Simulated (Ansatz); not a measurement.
Computed with B3LYP-D3(BJ)/def2-SVP in Ansatz (an electronic-structure program). No frequencies were computed at this level.

Ansatz 0.2 input:
```yaml
crystal:
  periodic: [false, false, false]
  atoms:
    - { symbol: O, position_ang: [0.001884, 0.379404, -0.000001] }
    - { symbol: H, position_ang: [-0.773124, -0.185868, 0.000003] }
    - { symbol: H, position_ang: [0.77124, -0.193536, -0.000002] }
basis:
  gaussian: { orbitals: def2-svp }
hamiltonian:
  xc: b3lyp
  dispersion: d3bj
relax:
  max_steps: 150
```

Output:

```
Functional definition: B3LYP
250 factors; integrals over basis functions are off by at most 2.1e-4 eV
mean field evaluation 1: about -2073.9711 eV, gradient 4.8e1 eV
mean field evaluation 2: about -2070.1246 eV, gradient 6.7e1 eV
mean field evaluation 4: about -2077.8038 eV, gradient 1.5e-1 eV
mean field evaluation 8: about -2077.8032 eV, gradient 1.0e-4 eV
mean field -2077.80319179 eV, -76.3578589126 hartree, gradient 1.3e-5 eV, S^2 0.000000; 0 other end points of the search recorded, 0 dependent functions left out
reference -2077.80330429 eV, -76.3578630471 hartree; 5, 5 occupied and 19, 19 virtual orbitals, 250 factors
relax step   1: F+E_penalty+E_count = -2077.81880350 eV  Δ(F+E_penalty+E_count) = +0.000e0 eV  max|allowed force component| = 7.994e-1 eV/Å  Δτ_max = 0.0000 Å  (20 SCF iters, accepted)
these checks for a lower state are left out or cut short: starts, cluster_reference, orbital_swaps, neighbouring_geometries, increment
250 factors; integrals over basis functions are off by at most 2.4e-4 eV
mean field evaluation 16: about -2077.8112 eV, gradient 6.4e-6 eV
mean field -2077.81124222 eV, -76.3581547604 hartree, gradient 1.8e-5 eV, S^2 0.000000; 0 other end points of the search recorded, 0 dependent functions left out
reference -2077.81135613 eV, -76.3581589467 hartree; 5, 5 occupied and 19, 19 virtual orbitals, 250 factors
relax step   2: F+E_penalty+E_count = -2077.82685632 eV  Δ(F+E_penalty+E_count) = -8.053e-3 eV  max|allowed force component| = 4.166e-1 eV/Å  Δτ_max = 0.0089 Å  (20 SCF iters, accepted)
these checks for a lower state are left out or cut short: starts, cluster_reference, orbital_swaps, neighbouring_geometries, increment
250 factors; integrals over basis functions are off by at most 3.2e-4 eV
mean field -2077.81522504 eV, -76.3583011266 hartree, gradient 1.9e-5 eV, S^2 0.000000; 0 other end points of the search recorded, 0 dependent functions left out
reference -2077.81534039 eV, -76.3583053656 hartree; 5, 5 occupied and 19, 19 virtual orbitals, 250 factors
relax step   3: F+E_penalty+E_count = -2077.83084372 eV  Δ(F+E_penalty+E_count) = -3.987e-3 eV  max|allowed force component| = 8.781e-2 eV/Å  Δτ_max = 0.0157 Å  (20 SCF iters, accepted)
these checks for a lower state are left out or cut short: starts, cluster_reference, orbital_swaps, neighbouring_geometries, increment
250 factors; integrals over basis functions are off by at most 3.0e-4 eV
mean field -2077.81549102 eV, -76.3583109012 hartree, gradient 1.9e-5 eV, S^2 0.000000; 0 other end points of the search recorded, 0 dependent functions left out
reference -2077.81560662 eV, -76.3583151493 hartree; 5, 5 occupied and 19, 19 virtual orbitals, 250 factors
relax step   4: F+E_penalty+E_count = -2077.83110894 eV  Δ(F+E_penalty+E_count) = -2.652e-4 eV  max|allowed force component| = 3.303e-2 eV/Å  Δτ_max = 0.0044 Å  (21 SCF iters, accepted)
these checks for a lower state are left out or cut short: starts, cluster_reference, orbital_swaps, neighbouring_geometries, increment
250 factors; integrals over basis functions are off by at most 3.0e-4 eV
mean field evaluation 32: about -2077.8155 eV, gradient 5.3e-2 eV
mean field -2077.81551211 eV, -76.3583116761 hartree, gradient 2.1e-5 eV, S^2 0.000000; 0 other end points of the search recorded, 0 dependent functions left out
reference -2077.81562757 eV, -76.3583159192 hartree; 5, 5 occupied and 19, 19 virtual orbitals, 250 factors
relax step   5: F+E_penalty+E_count = -2077.83113006 eV  Δ(F+E_penalty+E_count) = -2.112e-5 eV  max|allowed force component| = 2.405e-4 eV/Å  Δτ_max = 0.0006 Å  (16 SCF iters, accepted)
250 factors; integrals over basis functions are off by at most 3.0e-4 eV
mean field -2077.81551211 eV, -76.3583116761 hartree, gradient 2.1e-5 eV, S^2 0.000000; 1 other end points of the search recorded, 0 dependent functions left out
reference -2077.81562757 eV, -76.3583159192 hartree; 5, 5 occupied and 19, 19 virtual orbitals, 250 factors
Total energy: -2077.83124552 eV, -76.3588898682 hartree
Atom 0 at     0.001990     0.400784    -0.000001 Å, force     0.000001     0.000241    -0.000000 eV/Å
Atom 1 at    -0.758010    -0.196633     0.000003 Å, force    -0.000065    -0.000120     0.000000 eV/Å
Atom 2 at     0.756019    -0.204151    -0.000002 Å, force     0.000064    -0.000121     0.000000 eV/Å
Dipole moment:    -0.002072    -0.417351     0.000001 e Å
```

Cost: about 0.8 core-seconds (a rough figure).
